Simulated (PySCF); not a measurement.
SiNH₇O, singlet: harmonic vibrations at a saddle point.

run.py

```python
import json, numpy as np
from pyscf import gto, scf, dft, mp, cc
EV, BOHR = 27.211386245988, 0.529177210903
mol = gto.M(atom="""
Si -0.453205 0.508757 0.292971
H 0.510707 -0.941063 1.112001
H -1.107192 1.543332 -0.571037
H -1.585706 -0.070185 1.053100
O 0.751103 1.455388 0.896870
H 0.415253 -1.225267 -0.026380
N 0.037835 -0.714080 -1.034023
H 1.313383 0.961897 1.501370
H -0.693513 -1.113610 -1.612994
H 0.811535 -0.405271 -1.612178
""", basis="def2-tzvp", charge=0, spin=0, max_memory=7225, verbose=0)
def mean_field(mol, dm=None):
    mf = dft.RKS(mol, xc="pbe0").density_fit()
    mf.conv_tol = 1e-9; mf.grids.level = 4
    mf.kernel(dm0=dm)
    if not mf.converged: mf = mf.newton().run(mf.mo_coeff, mf.mo_occ)
    assert mf.converged
    return mf
def d4(mol):
    from pyscf.dispersion.dftd4 import DFTD4Dispersion
    real = gto.M(atom=[(mol.atom_pure_symbol(i), mol.atom_coord(i)) for i in range(10)], unit='B', charge=mol.charge, spin=None, basis='def2-svp', verbose=0)
    r = DFTD4Dispersion(real, xc="pbe0", atm=True).get_dispersion(grad=True); return r["energy"], r["gradient"]
def energy_and_gradient(mol, dm=None):
    mf = mean_field(mol, dm); e, g = d4(mol)
    return mf, (mf.e_tot + e) * EV, (mf.nuc_grad_method().kernel()[:10] + g) * EV / BOHR
out = {}
from pyscf.hessian import thermo
mf = mean_field(mol); n = mol.natm; h = mf.Hessian().kernel(); x0 = mol.atom_coords()
for i in range(n):
    for a in range(3):
        g = []
        for s in (1, -1):
            x = x0.copy(); x[i, a] += s * 0.005; g.append(d4(mol.set_geom_(x, unit='B', inplace=False))[1])
        h[i, :, a, :] += (g[0] - g[1]) / 0.01
for i in range(n): h[i, i] -= h[i].sum(0)  # translational sum rule: the analytic Hessian lacks the grid's response
w = thermo.harmonic_analysis(mol, h, imaginary_freq=False)['freq_wavenumber']; r = w[w > 0] * 1.239842e-4; T = [298.15, 498.15, 698.15, 898.15]
print("Vibrations: " + " ".join(f"{a:.2f}" for a in w) + f" cm⁻¹, zero-point energy {r.sum() / 2:.6f} eV")
A = [r.sum() / 2 + 8.617333e-5 * t * np.log(1 - np.exp(-r / 8.617333e-5 / t)).sum() for t in T]
out.update(energy=(mf.e_tot + d4(mol)[0]) * EV, converged=True, hessian=(h.transpose(0, 2, 1, 3).reshape(3 * n, -1) * EV / BOHR**2).round(5).tolist(), temperatures=T, free_energy=A)
out['s2'] = mf.spin_square()[0]; out['nelec'] = mol.nelec
print(f"Total energy {out['energy']:.6f} eV, <S^2> {out['s2']:.4f}")
json.dump(out, open("out.json", "w"), default=float)
```

Command:

```bash
OMP_NUM_THREADS=4 python run.py
```

It printed (PySCF 2.14):

```
Vibrations: -1287.89 170.42 266.79 476.66 560.24 592.21 621.28 717.05 801.34 858.75 895.47 932.09 994.67 1003.40 1072.85 1464.20 1523.78 1589.51 1933.06 2147.63 2229.31 3507.33 3616.08 3865.84 cm⁻¹, zero-point energy 1.973826 eV
Total energy -11522.728601 eV, <S^2> 0.0000
```

The run took 96 s on 4 CPU threads of an Intel Xeon 6975P-C (shared host), with 1.9 GiB of host memory at its peak.
